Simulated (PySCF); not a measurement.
## Structure elucidation problem

An unknown has the formula C$_{5}$H$_{13}$N. Its calculated NMR data are:

¹H NMR (300 MHz, computed): δ 2.06 (s, 6H), 1.81 (t, J = 7.8 Hz, 2H), 1.34 (sext, J = 8.1 Hz, 2H), 0.93 (t, J = 8.4 Hz, 3H).

¹³C{¹H} NMR (computed): δ 62.1, 45.1 (2C), 24.7, 13.6.

Computational details: structure optimised with PBE0-D3(BJ)/def2-SVP, couplings computed with B3LYP/pcJ-1 (spin–dipole term only in couplings to heteroatoms), PBE0/pcSseg-1 with gauge-including orbitals, in PySCF 2.14 (rapidly exchanging positions averaged, one computed conformer, non-relativistic Hamiltonian, isolated molecule).

Shifts are taken against calculated references (same method and geometry level): ¹H (σref 31.27) and ¹³C (σref 184.41) against TMS.

Propose a structure and justify it.

Answers


- The formula gives 0 degrees of unsaturation.
- 4 carbon signals for 5 carbons: some carbons are equivalent by symmetry or fast rotation.
- Carbon types of the structure: 2 × CH2, 3 × CH3, which accounts for all hydrogens.
- δC 62.1: sp3 CH2 bonded to N; pulled downfield by the heteroatom.
- δC 45.1: methyl carbon bonded to N; the inductive effect lowers its shielding.
- δC 24.7: sp3 CH2; aliphatic region, no heteroatom directly attached.
- δC 13.6: methyl carbon; a saturated carbon with 1 carbon neighbour and no heteroatom attached.
- δH 1.81: hydrogen on an sp3 CH2 bonded to N.
- δH 1.34: hydrogen on an sp3 CH2.
- δH 0.93: hydrogen on a methyl carbon; far from electronegative atoms and π systems.
- The protons at 0.93 and 1.34 share a coupling of 8.4 Hz (vicinal).
- The protons at 1.34 and 1.81 share a coupling of 7.8 Hz (vicinal).

The compound is `InChI=1S/C5H13N/c1-4-5-6(2)3/h4-5H2,1-3H3`.

This is the structure that produced the data.

Multiplet labels drop couplings under 1 Hz and merge nearly equal ones. Unscaled 3J(H,H) at this level run about 10 % above measured values. Shifts are as computed. Against solution values, carbons near 30 ppm lie about +2 ppm off and those near 130 ppm about +5 ppm. Of 1211 compounds with measured shifts, 218 miss one by over three times the rms of a fit or turn the order of signals round; such compounds aren't used in these exercises. Chain 3J(H,H) values assume equally populated staggered rotamers: (2 J gauche + J anti)/3.
